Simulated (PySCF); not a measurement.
# Computed NMR parameters against published values

Structure with atom numbers: `[F:1][CH2:2][C:3]([F:4])([F:5])[F:6]` (H(Xn): hydrogen on atom n).

What is known from experiment: δ 19F F1 -241.0 ppm (measured; Wikipedia, Fluorine-19 nuclear magnetic resonance spectroscopy). Coupling constants: 2J(F1,H(C2)) 45.9 Hz, 3J(F4,H(C2)) 7.9 Hz, 3J(F4,F1) -16.1 Hz.

- B3LYP/pcJ-1 coupling constants
- NMR shieldings at B97-2/pcSseg-2/GIAO
- PBE0-D3(BJ)/def2-SVP geometry
- run in PySCF
- one averaged value for each set of equivalent atoms, isolated molecule, non-relativistic Hamiltonian, single conformer

Question: What does the calculation give, and how does it compare?

Answer: 
Reference values: measured (Wikipedia, Fluorine-19 nuclear magnetic resonance spectroscopy).
| atoms | quantity | reference | computed |
| --- | --- | --- | --- |
| F1 | δ 19F vs CFCl3 | -241.0 | -255.6 |

Computed shifts are σ(ref) − σ with the named reference compound (TMS for H and C) calculated as an isolated molecule at the same level.

Coupling constants in Hz:
```tsv
coupling	reference	computed	source
2J(F1,H(C2))	45.9	53.0	measured; solution; Gryff-Keller and Szczecinski, RSC Adv. 2016, 6, 82783
3J(F4,H(C2))	7.9	8.7	measured; solution; Gryff-Keller and Szczecinski, RSC Adv. 2016, 6, 82783
3J(F4,F1)	-16.1	-24.1	measured; solution; Gryff-Keller and Szczecinski, RSC Adv. 2016, 6, 82783
```

4 of the 6 published NMR values on file for this molecule are compared. The rest: values whose atom or origin is in doubt.
